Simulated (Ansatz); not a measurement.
K₂Cd: from a trial structure to a relaxed crystal

Method: DFT PBE, scalar-relativistic, plane waves, PAW in Ansatz. Cutoff 420 eV, Γ-centred k mesh, Gaussian smearing, no spin polarisation in the final step.

This is the end of a relaxation of cell and atoms.

```yaml
crystal:
  lattice:
    - [8.63861, 0.00000, 0.00000]
    - [0.00000, 8.97109, 0.00000]
    - [0.00000, 0.00000, 4.38150]
  atoms:
    - { symbol: K, position: [0.20698, 0.34356, 0.00000] }
    - { symbol: K, position: [0.79302, 0.65644, 0.00000] }
    - { symbol: K, position: [0.70698, 0.15644, 0.50000] }
    - { symbol: K, position: [0.29302, 0.84356, 0.50000] }
    - { symbol: Cd, position: [0.00000, 0.00000, 0.00000] }
    - { symbol: Cd, position: [0.50000, 0.50000, 0.50000] }
```

Formation energies are uncorrected and refer to the elements' standard structures at the same level.

What space group does it have?

Pnnm (No. 58). Conventional cell: a = 8.639 Å, b = 8.971 Å, c = 4.382 Å. Around K lie 3 Cd at 3.56–3.63 Å; around Cd lie 6 K at 3.56–3.63 Å and 2 Cd at 4.38 Å.

What is its formation energy per atom?

0.06 eV/atom.

Is it a metal?

Yes, bands cross the Fermi level on the 6×4×10 mesh.

The final run used a 6×4×10 mesh on its 6-atom cell and 0.10 eV smearing. For metals, differences of a few meV/atom aren't resolved. The cell came from a trial start, so K₂Cd may not exist in this structure.

Cost: 3 runs of about 11 core-minutes in all, on Arm Neoverse V2 (shared hosts).